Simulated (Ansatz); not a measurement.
**SiPNH+ (singlet): the correlation ladder, cc-pVDZ**

One table from this session's results is given with a row withheld; the runs are named, their logs left out.

Computed with Ansatz 0.2.0, Gaussian basis. Level: cc-pVDZ, core rule «outside noble gas», up to 11 orbitals frozen.

Plan: UHF; CCSD(T) on RHF; CCSD(T) on UHF; BCCD(T) on RHF; CISD; CCSDT(Q) on RHF; CCSDT(Q) on UHF.

27 further runs of the same task are left out: 2 for a known fault of the program, 11 that didn't finish, 14 set aside as unsound or not needed. Runs told in other sessions of the task aren't counted.

**The geometry**

The geometry is a PBE0/def2-TZVP stationary point (not a proven minimum) of the parent state, kept for this charge and spin.

4 atoms, charge 1, spin multiplicity 1.

Atoms are counted from 1 here; the program's logs count them from 0.

Bond lengths: P1–N2 1.637 Å, P1–H4 1.435 Å, N2–Si3 1.581 Å. Angles: N2–P1–H4 98.3°, P1–N2–Si3 172.7°.

The first run:

Input file in.yaml:

```yaml
crystal:
  periodic: [false, false, false]
  atoms:
    - {symbol: P, position_ang: [0.000000, -0.087651, 1.520772]}
    - {symbol: N, position_ang: [0.000000, 0.068024, -0.109044]}
    - {symbol: Si, position_ang: [0.000000, 0.015891, -1.689645]}
    - {symbol: H, position_ang: [0.000000, 1.305416, 1.863064]}
basis:
  gaussian: {orbitals: cc-pVDZ}
total_charge: 1
magnetization: {spin_polarized: true, initial_magnetization: 0}
hamiltonian: {xc: hf}
output: {orbitals: {seedname: orbitals}}
```

On the command line:

```sh
$ ansatz run in.yaml --threads 1 --pin off --events-out ev --progress --plain --max-ram 2393MiB
```

Steps of the session up to this table: UHF; CCSD(T) on RHF; CCSD(T) on UHF; BCCD(T) on RHF; CISD; CCSDT(Q) on RHF; CCSDT(Q) on UHF.

One of the session's tables, all rows but one given; the rest of the session is left out.

It belongs to the step «Misses and costs». 

```
   method  from RCCSDT(Q) (kJ/mol)
      RHF                   +993.1
      UHF                   +993.1
     RMP2                   +130.1
     CISD                   +160.0
    RCCSD                        ?
 RCCSD(T)                     +7.0
  BCCD(T)                     +6.7
   RCCSDT                     +4.6
RCCSDT(Q)                        0
```

Q: Estimate the row for RCCSD from the others.

As computed: from RCCSDT(Q) (kJ/mol): +48.3. In the column «from RCCSDT(Q) (kJ/mol)» it lies between RCCSD(T) (+7.0) and RMP2 (+130.1).

Not comparable, so not listed: CCSD(T) on UHF; CCSDT(Q) on UHF (they don't share determinant, frozen orbitals or solution with the rows shown, or repeat one).
